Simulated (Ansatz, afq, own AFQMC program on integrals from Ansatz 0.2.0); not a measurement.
Integrals from Ansatz 0.2.0, then the random walk in our own AFQMC program (afq).

```yaml
crystal:
  periodic: [false, false, false]
  atoms:
    - {symbol: Si, position_ang: [0.000000, -0.066010, 1.277710]}
    - {symbol: Al, position_ang: [0.000000, 0.014356, -1.367591]}
    - {symbol: H, position_ang: [0.000000, 1.455013, 1.006599]}
basis:
  gaussian: {orbitals: cc-pVDZ}
magnetization: {spin_polarized: false}
correlation: {method: ccsd_t, electrons: outside_noble_gas, hamiltonian_folder: ham}
```

```sh
$ ansatz run in.yaml --threads 1 --pin off --events-out ev --progress --plain --max-ram 24576MiB --backend cuda --devices 0, --max-vram 18GiB
```

Options of the walk:

```
--method phaseless --trial cisd --walkers 4000 --populations 20 --least-time 60 --time-step 0.005 --steps-per-block 50 --equilibration-blocks 28 --max-blocks 4000 --target-error 0.00017 --factor-cut 1e-05 --seed 1826 --release-times 0.24,0.51,0.99,1.62,2.4 --release-step 0.03 --release-every 3 --taylor-order 6
```

Times are imaginary, in 1/Eh. The walk had a cap of 122 s. With eight or more populations the least sampling time is a fifth of least-time, and the error comes from their spread.

Output of the walk:

```
orbitals 31  electrons 4 4  factors 223 of 411
reference energy -531.32700382 Eh
CCSD correlation -0.16253422 Eh in 14 cycles, weight of the determinant in the CISD state 0.8393
energy of the start -531.489532 Eh
 block  time / (1/Eh)  mean weight  energy / Eh
     1     0.250  1.0001  -531.487227
     2     0.500  0.9999  -531.487046
     3     0.750  0.9999  -531.487688
     4     1.000  0.9999  -531.488515
     5     1.250  1.0000  -531.489381
    10     2.500  0.9998  -531.492995
    15     3.750  1.0001  -531.493993
    20     5.000  1.0000  -531.494738
    25     6.250  1.0001  -531.495397
    30     7.500  1.0000  -531.495136
    32     8.000  1.0000  -531.494624
    35     8.750  1.0000  -531.495143
    40    10.000  0.9999  -531.495095
    45    11.250  1.0001  -531.495009
    50    12.500  0.9998  -531.495271
    55    13.750  1.0002  -531.495501
    60    15.000  1.0000  -531.495386
    65    16.250  1.0001  -531.494850
    70    17.500  0.9997  -531.495704
    74    18.500  1.0002  -531.496397
    75    18.750  1.0001  -531.495967
    78    19.500  1.0001  -531.495827
error from the spread of 20 populations
released: time / (1/Eh)  energy / Eh  error  mean overlap
  0.24  -531.495550  0.000140  1.0001
  0.51  -531.495815  0.000126  0.9980
  0.99  -531.495912  0.000096  0.9981
  1.62  -531.496069  0.000071  0.9949
  2.40  -531.496356  0.000144  0.9915
energy -531.495286 +/- 0.000091 Eh
(rows thinned)
```

The run passed its tests (sampling time, drift between the halves within three errors, error under three times the target), which doesn't prove that it has relaxed.

Against this walk (error 2.5 meV) on the same determinant: CCSD(T) 17.3 meV higher, CCSDT(Q) 43.9 meV lower, CCSDTQ 49.0 meV lower. The error is statistical and leaves out the bias of the constraint. The released energies are still falling (meV from the phaseless value at times in 1/Eh: -7 ± 4 at 0.24, -14 ± 3 at 0.51, -17 ± 3 at 0.99, -21.3 ± 1.9 at 1.62, -29 ± 4 at 2.40), so they give no level; they do show a bias of the constraint, and the last of them that isn't too noisy lies 20 meV above CCSDTQ. CCSDTQ is the surest value here, so the walk's 49 meV above it is most likely the bias of the constraint with this trial, which can have either sign.

Cautions: constraint bias not in the error; another spin lies lower (by 452 meV); restricted determinant unstable towards unrestricted (UHF 691 meV lower, ⟨S²⟩ 1.13); CCSDTQ on the UHF determinant differs (436 meV lower), perhaps since the unrestricted series falls towards higher spin.

The walk took 18 s on 1 × NVIDIA H100 80GB HBM3 with 2 threads of AMD EPYC 7R13 Processor (Zen 3) (shared host) (the card was shared). The log's last line is the phaseless energy.

CCSDT and higher add their correlation energy to the determinant of the CCSD(T) run, since their own runs factorise the integrals more tightly (a shift of under 2 meV). A walk keeps the symmetry of its determinant, which the program's search chose and which needn't be the lowest solution, so a lower state of the same spin and another symmetry isn't excluded.
